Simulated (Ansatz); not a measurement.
System: COS, charge 1, doublet. COS+ (parent SMILES C(=S)=O, doublet).
B3LYP-D3(BJ)/def2-TZVP minimum from Ansatz (a first-principles code):
```
C
O 1 1.1293
S 1 1.6297 2 180.00
```
Charge +1, spin multiplicity 2.

Total energies in aug-cc-pV(D+d)Z, 15 correlated electrons, 7 frozen orbitals. UHF or UKS for unpaired electrons; spin-orbit terms are left out. Correlated methods leave the cores frozen. No relativity. The UHF reference of COS+ (parent SMILES O=C=S, doublet) is spin-contaminated (<S^2> up to 0.08 over the pure value in the sets run). The spin of COS+ (parent SMILES O=C=S, doublet) was assumed, and the state is the lowest solution found for it.

| method | program | energy (Eh) | minus CCSDT(Q) (mEh) |
|---|---|---|---|
| HF | Ansatz | -509.93780 | 455.75 |
| MP2 | Ansatz | -510.34914 | 44.41 |
| CCSD | Ansatz | -510.37076 | 22.79 |
| CCSD(T) | Ansatz | -510.39016 | 3.39 |
| CCSDT(Q) | Ansatz | -510.39355 | 0.00 |

Rough core times of Ansatz's runs on a shared machine: CCSD(T) under 20 s, CCSDT(Q) 4 min.
